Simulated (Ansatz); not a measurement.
## Molecular dynamics of CO

Input file:

```yaml
crystal:
  periodic: [false, false, false]
  atoms:
    - { symbol: C, position_ang: [0.499878, -0.161512, 0.257516] }
    - { symbol: O, position_ang: [-0.499878, 0.161512, -0.257516] }
magnetization:
  spin_polarized: true
basis:
  gaussian: { orbitals: "6-31G" }
hamiltonian:
  xc: blyp
  dispersion: d4
md:
  timestep: 1.0
  n_steps: 400
  ensemble: nve
  temperature: 1500.0
  initial_velocities: maxwell_boltzmann
  seed: 866171
```

Run as:

```bash
$ ansatz run input.yaml --threads 1 --pin off --max-ram 2048MiB --backend cpu --events-out ev --progress --plain --runs-dir out
```

It starts from a relaxed structure.

Output, in part (step lines, the closing report, with atoms numbered from 0):

```
md step     0: t =     0.00 fs  T =  1500.0 K  F+E_penalty+E_count = -3081.68988139 eV  E_kin = 0.064630 eV  conserved = -3081.62525139 eV  (23 SCF iters)
md step     1: t =     1.00 fs  T =  1307.2 K  F+E_penalty+E_count = -3081.68115853 eV  E_kin = 0.056322 eV  conserved = -3081.62483605 eV  (25 SCF iters)
md step     2: t =     2.00 fs  T =   844.8 K  F+E_penalty+E_count = -3081.66054173 eV  E_kin = 0.036398 eV  conserved = -3081.62414376 eV  (25 SCF iters)
md step     3: t =     3.00 fs  T =   346.9 K  F+E_penalty+E_count = -3081.63845356 eV  E_kin = 0.014948 eV  conserved = -3081.62350558 eV  (25 SCF iters)
md step     4: t =     4.00 fs  T =    38.0 K  F+E_penalty+E_count = -3081.62478091 eV  E_kin = 0.001638 eV  conserved = -3081.62314252 eV  (21 SCF iters)
md step     5: t =     5.00 fs  T =    48.2 K  F+E_penalty+E_count = -3081.62523008 eV  E_kin = 0.002076 eV  conserved = -3081.62315413 eV  (17 SCF iters)
md step     6: t =     6.00 fs  T =   373.2 K  F+E_penalty+E_count = -3081.63961781 eV  E_kin = 0.016080 eV  conserved = -3081.62353748 eV  (25 SCF iters)
md step     7: t =     7.00 fs  T =   875.8 K  F+E_penalty+E_count = -3081.66192219 eV  E_kin = 0.037736 eV  conserved = -3081.62418636 eV  (25 SCF iters)
[... lines left out ...]
md step   397: t =   397.00 fs  T =   890.7 K  F+E_penalty+E_count = -3081.66258223 eV  E_kin = 0.038376 eV  conserved = -3081.62420659 eV  (25 SCF iters)
md step   398: t =   398.00 fs  T =  1338.0 K  F+E_penalty+E_count = -3081.68253980 eV  E_kin = 0.057651 eV  conserved = -3081.62488886 eV  (24 SCF iters)
md step   399: t =   399.00 fs  T =  1498.5 K  F+E_penalty+E_count = -3081.68982596 eV  E_kin = 0.064563 eV  conserved = -3081.62526264 eV  (25 SCF iters)
md step   400: t =   400.00 fs  T =  1260.5 K  F+E_penalty+E_count = -3081.67933453 eV  E_kin = 0.054310 eV  conserved = -3081.62502441 eV  (24 SCF iters)
Total energy: -3081.67945394 eV, -113.2496310951 hartree
Atom 0 at     0.492743    -0.159207     0.253840 Å, force     1.266656    -0.409260     0.652528 eV/Å
Atom 1 at    -0.494522     0.159781    -0.254757 Å, force    -1.266656     0.409260    -0.652528 eV/Å
Dipole moment:    -0.003892     0.001258    -0.002005 e Å
```

The steps, from the saved trajectory:

```
time (fs)  T (K)  potential energy less start (eV)  conserved less start (meV/atom)
      0.0   1500                             0.000                             0.00
     13.0      1                             0.067                             1.22
     26.0   1498                             0.000                            -0.01
     39.0     66                             0.064                             1.04
     52.0   1256                             0.011                             0.25
     65.0    317                             0.053                             0.91
     78.0   1194                             0.014                             0.16
     91.0    477                             0.046                             0.79
    104.0    704                             0.036                             0.65
    117.0    960                             0.024                             0.34
    130.0    559                             0.042                             0.69
    143.0   1057                             0.020                             0.40
    156.0    190                             0.058                             0.97
    169.0   1437                             0.003                             0.01
    182.0     60                             0.064                             1.16
    195.0   1459                             0.002                             0.06
    208.0      1                             0.067                             1.08
    221.0   1432                             0.003                             0.09
    234.0     96                             0.063                             1.12
    247.0   1403                             0.004                             0.02
    260.0    237                             0.056                             0.94
    273.0    991                             0.023                             0.45
    286.0    637                             0.038                             0.62
    299.0    884                             0.027                             0.40
    312.0    774                             0.032                             0.60
    325.0    414                             0.048                             0.83
    338.0   1253                             0.011                             0.12
    351.0    255                             0.056                             0.97
    364.0   1307                             0.009                             0.21
    377.0     41                             0.065                             1.05
    390.0   1500                             0.000                             0.00
```

All steps were run. The conserved energy stayed within 1.2 meV per atom of its start (net change 0.11 meV per atom), so the integration is sound. The temperature averaged 0.50 of the 1500 K drawn at the start: a run that starts near a minimum puts about half its kinetic energy into the potential. A run of 0.4 ps of so small a system gives no equilibrium averages. Limits of this set-up: no polarisation functions.

The same pairs are bonded in the first frame and the last. Pairs count as bonded within 1.25 times the sum of covalent radii (0.12 Å more for H–H).

Last frame:

```xyz
2
Properties=species:S:1:pos:R:3
C 0.493 -0.159 0.254
O -0.494 0.160 -0.255
```

Run time: 110 s on 1 CPU thread of a shared host.
